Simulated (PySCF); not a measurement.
**CH4FSi (SMILES [CH2][SiH2]F): UPBE0/aug-cc-pVDZ**

Aim: the vertical doublet–quartet gap of CH4FSi at UPBE0/aug-cc-pVDZ, from 2 runs. 

The results are computed with PySCF 2.14.0.

### 1 The structure to begin with

The species is CH4FSi (7 atoms), meant as a doublet with charge 0. SMILES: `[CH2][SiH2]F`. The shape is that of a PBE0-D4/def2-TZVP optimisation. This is one conformer, not always the lowest.

Bond lengths: C1–Si2 1.828 Å, Si2–F3 1.601 Å, C1–H4 1.085 Å, C1–H5 1.086 Å, Si2–H6 1.486 Å, Si2–H7 1.486 Å. Angles: C1–Si2–F3 109.0°, C1–Si2–H6 111.6°, C1–Si2–H7 111.7°, F3–Si2–H6 107.8°, F3–Si2–H7 107.6°, Si2–C1–H4 122.6°, Si2–C1–H5 122.3°, H6–Si2–H7 109.0°, H4–C1–H5 115.1°.

### 2 The energy at UPBE0/aug-cc-pVDZ

File start.xyz:

```xyz
7
CH4FSi
C     -0.871900     0.281100    -0.615800
Si     0.588600    -0.157300     0.392500
F      0.652600    -1.749500     0.550500
H     -1.536000    -0.466000    -1.038500
H     -1.136000     1.310700    -0.837900
H      0.509900     0.430600     1.755300
H      1.854000     0.282500    -0.251700
```

File input.py:

```python
from pyscf import gto, dft

molecule = gto.M(
    atom='start.xyz',
    spin=1,
    charge=0,
    max_memory=1860,
    basis='aug-cc-pvdz',
    verbose=3,
)

ks = dft.UKS(molecule)
ks.xc = 'pbe0'
ks.grids.level = 4
ks.conv_tol = 1e-10
ks.kernel()
if not ks.converged:
    ks = ks.newton().run(ks.mo_coeff, ks.mo_occ)

energy = ks.e_tot
print('E(%s) = %.9f' % ('PBE0', energy))
```

Command:

```
$ OMP_NUM_THREADS=1 python input.py
```

The program printed:

```text
WARN: HOMO -0.218617561544864 >= LUMO -0.218617561544863

converged SCF energy = -429.582406730608  <S^2> = 0.75436346  2S+1 = 2.0043587
E(PBE0) = -429.582406731
```

It took 38 s on 1 thread of Arm Neoverse V1, shared host; peak memory 0.57 GiB.

### 3 The quartet, same level

File run.py:

```python
from pyscf import gto, dft

mol = gto.Mole()
mol.atom = '''
C       -0.871900       0.281100      -0.615800
Si       0.588600      -0.157300       0.392500
F        0.652600      -1.749500       0.550500
H       -1.536000      -0.466000      -1.038500
H       -1.136000       1.310700      -0.837900
H        0.509900       0.430600       1.755300
H        1.854000       0.282500      -0.251700
'''
mol.basis = 'aug-cc-pvdz'
mol.verbose = 4
mol.spin = 3
mol.max_memory = 1860
mol.build()

ks = dft.UKS(mol)
ks.xc = 'pbe0'
ks.grids.level = 4
ks.conv_tol = 1e-10
ks.kernel()
if not ks.converged:
    ks = ks.newton().run(ks.mo_coeff, ks.mo_occ)

etot = ks.e_tot
print('Final energy', etot)
```

Command:

```
$ OMP_NUM_THREADS=1 python run.py
```

The program printed:

```text
PySCF version 2.14.0

[INPUT] num. atoms = 7
[INPUT] num. electrons = 33
[INPUT] charge = 0
[INPUT] spin (= nelec alpha-beta = 2S) = 3
[INPUT] symmetry False subgroup None
[INPUT] Mole.unit = angstrom
[INPUT] Symbol           X                Y                Z      unit          X                Y                Z       unit  Magmom
[INPUT]  1 C     -0.871900000000   0.281100000000  -0.615800000000 AA   -1.647652208008   0.531202013615  -1.163693347507 Bohr   0.0
[INPUT]  2 Si     0.588600000000  -0.157300000000   0.392500000000 AA    1.112292796919  -0.297253919394   0.741717503892 Bohr   0.0
[INPUT]  3 F      0.652600000000  -1.749500000000   0.550500000000 AA    1.233235268891  -3.306075854927   1.040294231573 Bohr   0.0
[INPUT]  4 H     -1.536000000000  -0.466000000000  -1.038500000000 AA   -2.902619327332  -0.880612374047  -1.962480580361 Bohr   0.0
[INPUT]  5 H     -1.136000000000   1.310700000000  -0.837900000000 AA   -2.146728877506   2.476864031467  -1.583401519773 Bohr   0.0
[INPUT]  6 H      0.509900000000   0.430600000000   1.755300000000 AA    0.963571350916   0.813716069238   3.317036266449 Bohr   0.0
[INPUT]  7 H      1.854000000000   0.282500000000  -0.251700000000 AA    3.503552234944   0.533847630190  -0.475644065553 Bohr   0.0

nuclear repulsion = 107.849747937796
number of shells = 44
number of NR pGTOs = 164
number of NR cGTOs = 109
basis = aug-cc-pvdz
ecp = {}

******** <class 'pyscf.dft.uks.UKS'> ********
method = UKS
initial guess = minao
damping factor = 0
level_shift factor = 0
DIIS = <class 'pyscf.scf.diis.CDIIS'>
diis_start_cycle = 1
diis_space = 8
diis_damp = 0
SCF conv_tol = 1e-10
SCF conv_tol_grad = None
SCF max_cycles = 50
direct_scf = True
direct_scf_tol = 1e-13
number electrons alpha = 18  beta = 15
XC library pyscf.dft.libxc version 7.0.0
    S. Lehtola, C. Steigemann, M. J.T. Oliveira, and M. A.L. Marques.,  SoftwareX 7, 1–5 (2018)
XC functionals = pbe0
radial grids:
    Treutler-Ahlrichs [JCP 102, 346 (1995); DOI:10.1063/1.469408] (M4) radial grids

becke partition: Becke, JCP 88, 2547 (1988); DOI:10.1063/1.454033
pruning grids: <function nwchem_prune>
grids dens level: 4
symmetrized grids: False
atomic radii adjust function: <function treutler_atomic_radii_adjust>
small_rho_cutoff = 0
Set gradient conv threshold to 1e-05
tot grids = 149200
init E= -429.570689633848
[... the frontier-level lines of each cycle are left out ...]


cycle= 1 E= -429.234120379982  delta_E= 0.337  |g|= 0.377  |ddm|= 2.66


cycle= 2 E= -428.828557428249  delta_E= 0.406  |g|= 1.05  |ddm|=  1.6


cycle= 3 E= -429.300020260175  delta_E= -0.471  |g|= 0.083  |ddm|= 1.15


cycle= 4 E= -429.303392944046  delta_E= -0.00337  |g|= 0.0369  |ddm|= 0.37


cycle= 5 E= -429.304334692147  delta_E= -0.000942  |g|= 0.00758  |ddm|= 0.121


cycle= 6 E= -429.304405060694  delta_E= -7.04e-05  |g|= 0.00435  |ddm|= 0.041


cycle= 7 E= -429.304438268258  delta_E= -3.32e-05  |g|= 0.00246  |ddm|= 0.064


cycle= 8 E= -429.304445895398  delta_E= -7.63e-06  |g|= 0.000884  |ddm|= 0.0249


cycle= 9 E= -429.304448015631  delta_E= -2.12e-06  |g|= 0.000265  |ddm|= 0.0161


cycle= 10 E= -429.304448441661  delta_E= -4.26e-07  |g|= 0.000153  |ddm|= 0.006


cycle= 11 E= -429.304448547974  delta_E= -1.06e-07  |g|= 9.94e-05  |ddm|= 0.00186


cycle= 12 E= -429.304448647305  delta_E= -9.93e-08  |g|= 4.7e-05  |ddm|= 0.00368


cycle= 13 E= -429.304448669208  delta_E= -2.19e-08  |g|= 3.02e-05  |ddm|= 0.00206


cycle= 14 E= -429.304448671013  delta_E= -1.81e-09  |g|= 1.27e-05  |ddm|= 0.000351


cycle= 15 E= -429.304448671467  delta_E= -4.53e-10  |g|= 7.94e-06  |ddm|= 0.000215


cycle= 16 E= -429.304448671722  delta_E= -2.55e-10  |g|= 7.57e-06  |ddm|= 4.59e-05


cycle= 17 E= -429.304448672018  delta_E= -2.96e-10  |g|= 7.21e-06  |ddm|= 5.21e-05


cycle= 18 E= -429.304448673004  delta_E= -9.86e-10  |g|= 6.23e-06  |ddm|= 0.000187


cycle= 19 E= -429.304448674933  delta_E= -1.93e-09  |g|= 3.04e-06  |ddm|= 0.000553


cycle= 20 E= -429.304448675224  delta_E= -2.91e-10  |g|= 2.16e-06  |ddm|= 0.000154


cycle= 21 E= -429.304448675463  delta_E= -2.39e-10  |g|= 5.35e-07  |ddm|= 0.000283


cycle= 22 E= -429.304448675465  delta_E= -2.27e-12  |g|= 3.59e-07  |ddm|= 9.75e-06


Extra cycle  E= -429.304448675464  delta_E= 1.14e-12  |g|= 2.45e-07  |ddm|= 4.28e-06
converged SCF energy = -429.304448675464  <S^2> = 3.7612633  2S+1 = 4.0056277
Final energy -429.3044486754641
```

Wall time 61 s (1 thread of Arm Neoverse V1, shared host); peak memory 0.57 GiB.

### 4 Summary of results

At UPBE0/aug-cc-pVDZ:

| quantity | value |
| --- | --- |
| doublet: total energy | -429.58241 Eh |
| doublet: dipole moment | 1.71 D |
| doublet: HOMO energy (highest over α and β) | -7.25 eV |
| doublet: LUMO energy (lowest over α and β) | -2.58 eV |
| doublet: ⟨S²⟩ | 0.754 |
| quartet: total energy | -429.30445 Eh |
| quartet: dipole moment | 1.37 D |
| quartet: HOMO energy (highest over α and β) | -2.61 eV |
| quartet: ⟨S²⟩ | 3.761 |
| vertical energy of the quartet above the doublet | 7.564 eV |

What this shows: At this shape the quartet lies 7.56 eV (730 kJ/mol) above the doublet. Mulliken charges (doublet) run from -0.64 on F3 to +0.54 on Si2; in a basis this large or diffuse they mean little. Mulliken charges (quartet) run from -0.54 on F3 to +0.29 on H6; in a basis this large or diffuse they mean little.
